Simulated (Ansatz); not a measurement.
# BH2+ (triplet): wave-function methods side by side at angle H2–B1–H3 = 66.8°, aug-cc-pVTZ

One table from this session's results is given with a row withheld; the runs are named, their logs left out.

Computed with Ansatz 0.2.0, Gaussian basis. Level: aug-cc-pVTZ, core rule «outside noble gas», up to 1 orbitals frozen.

Plan: UHF; CCSD(T) on ROHF; CCSD(T) on UHF; BCCD(T) on ROHF; CCSDT(Q) on ROHF; CCSDT(Q) on UHF; CASSCF and NEVPT2, 4 electrons in 6 orbitals; Full CI.

12 further runs of the same task are left out: 2 for a known fault of the program, 7 that didn't finish, 3 set aside as unsound or not needed.

## What is computed

The geometry derives from a PBE0/def2-TZVP stationary point (not a proven minimum). One angle is set to the value named; bond lengths are kept.

3 atoms, charge 1, spin multiplicity 3.

Atoms are counted from 1 here; the program's logs count them from 0.

Bond lengths: B1–H2 1.291 Å, B1–H3 1.291 Å. Angles: H2–B1–H3 66.8°.

The first run:

Contents of in.yaml:

```yaml
crystal:
  periodic: [false, false, false]
  atoms:
    - {symbol: B, position_ang: [0.000000, 0.000000, -0.169375]}
    - {symbol: H, position_ang: [0.000000, 0.710556, 0.908346]}
    - {symbol: H, position_ang: [0.000000, -0.710556, 0.908346]}
basis:
  gaussian: {orbitals: aug-cc-pVTZ}
total_charge: 1
magnetization: {spin_polarized: true, initial_magnetization: 2}
hamiltonian: {xc: hf}
output: {orbitals: {seedname: orbitals}}
```

Run with:

```sh
$ ansatz run in.yaml --threads 1 --pin off --events-out ev --progress --plain --max-ram 2393MiB
```

Steps of the session up to this table: UHF; CCSD(T) on ROHF; CCSD(T) on UHF; BCCD(T) on ROHF; CCSDT(Q) on ROHF; CCSDT(Q) on UHF; CASSCF and NEVPT2, 4 electrons in 6 orbitals; Full CI.

One of the session's tables, all rows but one given; the rest of the session is left out.

```
        method  from FCI (kJ/mol)
          ROHF                  ?
           UHF             +186.1
          RMP2              +43.8
          UMP2              +44.6
         RCCSD               +5.3
         UCCSD               +5.0
      RCCSD(T)               +1.1
      UCCSD(T)               +1.1
       BCCD(T)               +1.1
        RCCSDT                0.0
        UCCSDT                0.0
     RCCSDT(Q)                0.0
     UCCSDT(Q)                0.0
CASSCF valence             +104.9
NEVPT2 valence              +24.9
           FCI                  0
```

Q: Estimate the row for ROHF from the others.

The run gave: from FCI (kJ/mol): +196.6. In the column «from FCI (kJ/mol)» it is the highest.

Limits of these values: Levels on UHF freeze UHF's core orbitals, full CI those of ROHF, so the U rows can settle a little off it for that reason alone. Restricted and unrestricted rows rest on different reference determinants; where their highest levels disagree by more than a few hundredths of an eV, they describe different states and don't form one ladder.
